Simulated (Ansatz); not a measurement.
Geometry optimisation, RKS PBE/6-31G* in Ansatz.

Input:

```yaml
crystal:
  periodic: [false, false, false]
  atoms:
    - { symbol: O, position_ang: [0.3637, -0.3064, -2.647] }
    - { symbol: H, position_ang: [0.3419, 0.5939, -2.9771] }
    - { symbol: H, position_ang: [-0.305, -0.362, -1.9587] }
    - { symbol: C, position_ang: [-0.2024, 0.1051, 1.5882] }
    - { symbol: O, position_ang: [-0.2058, -0.1178, 0.1991] }
    - { symbol: H, position_ang: [-1.2075, 0.4225, 1.8567] }
    - { symbol: H, position_ang: [0.5032, 0.8944, 1.8676] }
    - { symbol: H, position_ang: [0.0421, -0.8069, 2.1426] }
    - { symbol: H, position_ang: [0.6699, -0.4227, -0.0714] }
basis:
  gaussian: { orbitals: "6-31G*" }
hamiltonian:
  xc: pbe
relax:
  f_tol: 0.02
  max_steps: 40
scf:
  lower_state_search: "off"
```

Launched with:

```bash
$ ansatz run input.yaml --threads 1 --pin off --max-ram 2048MiB --backend cpu --events-out ev --progress --plain --runs-dir out
```

Question: Where does it end, and by what steps?

Answer: The run converged. After 15 steps the energy has fallen by 0.153 eV; H9 moved furthest, 1.01 Å.

```json
{"step": "0", "energy less start (eV)": "0.0000", "largest force component (eV/Å)": "1.055", "accepted": "yes"}
{"step": "1", "energy less start (eV)": "-0.0509", "largest force component (eV/Å)": "0.783", "accepted": "yes"}
{"step": "2", "energy less start (eV)": "0.0285", "largest force component (eV/Å)": "2.266", "accepted": "no"}
{"step": "3", "energy less start (eV)": "-0.0796", "largest force component (eV/Å)": "0.345", "accepted": "yes"}
{"step": "4", "energy less start (eV)": "-0.0936", "largest force component (eV/Å)": "0.151", "accepted": "yes"}
{"step": "5", "energy less start (eV)": "-0.1015", "largest force component (eV/Å)": "0.301", "accepted": "yes"}
{"step": "6", "energy less start (eV)": "-0.0921", "largest force component (eV/Å)": "0.776", "accepted": "no"}
{"step": "7", "energy less start (eV)": "-0.1154", "largest force component (eV/Å)": "0.215", "accepted": "yes"}
{"step": "8", "energy less start (eV)": "-0.1227", "largest force component (eV/Å)": "0.577", "accepted": "yes"}
{"step": "9", "energy less start (eV)": "-0.1331", "largest force component (eV/Å)": "0.400", "accepted": "yes"}
{"step": "10", "energy less start (eV)": "-0.1484", "largest force component (eV/Å)": "0.118", "accepted": "yes"}
{"step": "11", "energy less start (eV)": "-0.1515", "largest force component (eV/Å)": "0.075", "accepted": "yes"}
{"step": "12", "energy less start (eV)": "-0.1528", "largest force component (eV/Å)": "0.046", "accepted": "yes"}
{"step": "13", "energy less start (eV)": "-0.1529", "largest force component (eV/Å)": "0.031", "accepted": "yes"}
{"step": "14", "energy less start (eV)": "-0.1532", "largest force component (eV/Å)": "0.028", "accepted": "yes"}
{"step": "15", "energy less start (eV)": "-0.1533", "largest force component (eV/Å)": "0.018", "accepted": "yes"}
```

```xyz
9
Properties=species:S:1:pos:R:3
O 0.605 -0.496 -2.079
H 0.482 0.221 -2.734
H -0.316 -0.743 -1.851
C -0.181 0.095 1.452
O -0.496 0.647 0.182
H -1.050 0.271 2.109
H 0.702 0.575 1.926
H 0.004 -1.000 1.420
H 0.250 0.430 -0.425
```

Whether the end is a true minimum wasn't checked by a vibrational analysis.

The run took 14 s on 1 CPU thread of a shared host.
